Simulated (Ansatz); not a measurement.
Results of BLYP in Ansatz (PAW) for chalcopyrite CuGaSe2.

Run with plane-wave cutoff 520 eV, 8×8×8 k mesh, Fermi–Dirac smearing 0.01 eV, no spin polarisation, scalar-relativistic PAW data made under PBE.

Shape and atoms are relaxed at each volume.

Pressure at four volumes; x = ln(V/24.166 Å³). One pressure is withheld.

```tsv
V (Å³/atom)	x	P (GPa)
23.200	-0.0408	?
23.683	-0.0202	1.05
24.166	0.0000	0.01
25.133	0.0392	-1.74
```

### Question
Pass a parabola P(x) through the three rows shown, estimate the bulk modulus and its pressure derivative near zero pressure, and predict the withheld pressure.

### Answer
Slopes between the rows: (0.01 − (1.05))/(0.0000 − (-0.0202)) = -51.49 and (-1.74 − (0.01))/(0.0392 − (0.0000)) = -44.64 GPa. Their difference over the span 0.0594 is c = 6.85/0.0594 = 115.3 GPa, so P(x) = 1.05 + (-51.49)(x − (-0.0202)) + 115.3 (x − (-0.0202))(x − (0.0000)). At the middle row B = −dP/dx = −[-51.49 + 115.3 × 0.0202] = 49.2 GPa, and B′ = dB/dP = 2c/B = 4.7. At x = -0.0408 the parabola gives 2.21 GPa; the run gives 2.23 GPa. The Birch–Murnaghan fit to the energies at all volumes has B0 = 49.1 GPa and B′ = 4.9.

Note: the cell is over a tenth larger than the published one: the level's own overestimate first of all, though another phase or state, or a fault of the published cell, is possible; the bulk modulus comes from volumes at which shape and atoms were relaxed.

Ansatz is a program for electronic structure.
